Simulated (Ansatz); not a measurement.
## Forces on a displaced structure

C₂H₄Si, singlet, displaced at random from a GFN2-xTB minimum.

C1  (-1.195, -0.346, -0.661)
C2  (-0.156, 0.057, -0.159)
Si3  (1.239, 0.147, 0.537)
H4  (-1.780, -1.022, -0.748)
H5  (-1.789, 0.427, -1.211)
H6  (1.122, 0.832, 2.179)
H7  (2.512, 0.143, 0.080)
(Å)

Ansatz 0.2.0; basis: def2-TZVPP; cores frozen in the correlated methods.

CCSD(T) forces from the calculation:
```json
{"atom": "C1", "Fx": "-1.290", "Fy": "8.527", "Fz (eV/Å)": "-3.516"}
{"atom": "C2", "Fx": "0.942", "Fy": "0.146", "Fz (eV/Å)": "-0.034"}
{"atom": "Si3", "Fx": "2.929", "Fy": "2.054", "Fz (eV/Å)": "7.560"}
{"atom": "H4", "Fx": "-6.017", "Fy": "-9.943", "Fz (eV/Å)": "-0.041"}
{"atom": "H5", "Fx": "0.444", "Fy": "0.385", "Fz (eV/Å)": "0.020"}
{"atom": "H6", "Fx": "0.383", "Fy": "-1.118", "Fz (eV/Å)": "-2.660"}
{"atom": "H7", "Fx": "2.609", "Fy": "-0.050", "Fz (eV/Å)": "-1.330"}
```

Task: Which atom feels the largest CCSD(T) force, and how large is it?

Result: H4, 11.62 eV/Å, along (-0.52, -0.86, 0.00).

Root-mean-square difference of the force components from those of CCSD(T): PBE0-D4 0.317; wB97M-V 0.244; r2SCAN-D4 0.309; PBE-D4 0.310; wB97X-V 0.235; CAM-B3LYP-D4 0.336 eV/Å.

No T1 diagnostic of these runs exceeds 0.015. The restricted Hartree–Fock reference is unstable towards an unrestricted one here. These are differences at one structure, and CCSD(T) in triple zeta is itself an approximation.

For scale, one of the runs: CCSD(T)/def2-TZVPP forces, 160 basis functions (an equivalent command: `ansatz run in.yaml --threads 4`). Hardware: 4 CPU threads, shared host. Wall time 39 s; peak host memory 2.2 GiB.
